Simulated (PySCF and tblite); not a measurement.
Values are calculated unless marked as measured or tabulated.
Stationary points of C4H4ClF at GFN2-xTB, in Å:

Structure A

```
 1 C     1.785    0.494    0.126
 2 C     0.649   -0.177    0.257
 3 F     0.648   -1.336    0.956
 4 C    -0.669    0.168   -0.267
 5 C    -1.761   -0.567   -0.084
 6 Cl   -0.734    1.639   -1.173
 7 H     2.693    0.126    0.567
 8 H     1.824    1.417   -0.420
 9 H    -2.714   -0.278   -0.487
10 H    -1.713   -1.482    0.481
```

Structure B

```
 1 C     1.421    0.416    0.677
 2 C     0.825   -0.179   -0.348
 3 F     1.587   -0.822   -1.256
 4 C    -0.611   -0.211   -0.634
 5 C    -1.567   -0.026    0.269
 6 Cl   -1.012   -0.518   -2.293
 7 H     2.489    0.372    0.786
 8 H     0.860    0.959    1.411
 9 H    -2.606   -0.047   -0.003
10 H    -1.329    0.140    1.304
```

Structure C

```
 1 C     1.573    0.486    0.525
 2 C     0.762   -0.324   -0.128
 3 F     1.178   -1.562   -0.483
 4 C    -0.621   -0.023   -0.554
 5 C    -1.695   -0.226    0.189
 6 Cl   -0.731    0.627   -2.161
 7 H     2.570    0.183    0.787
 8 H     1.249    1.470    0.807
 9 H    -2.684    0.002   -0.164
10 H    -1.601   -0.635    1.180
```

Geometries: GFN2-xTB; energies: PBE0/pcSseg-1 + D3(BJ), IEF-PCM tetrahydrofuran; zero-point and thermal terms from GFN2-xTB harmonic modes (soft modes blended into free rotors).

Which structure is a saddle point, and along which motion?

C: one imaginary mode (56i cm⁻¹ at GFN2-xTB, mostly on F3, C1, C5), along the rotation about the C2–C4 bond (torsion C1–C2–C4–C5 from -180° to -22°, rising).

Give their symmetry and energies above the lowest.

A Cs, 0.0 kcal/mol; B C1, 3.3 kcal/mol; C C1, 5.3 kcal/mol.
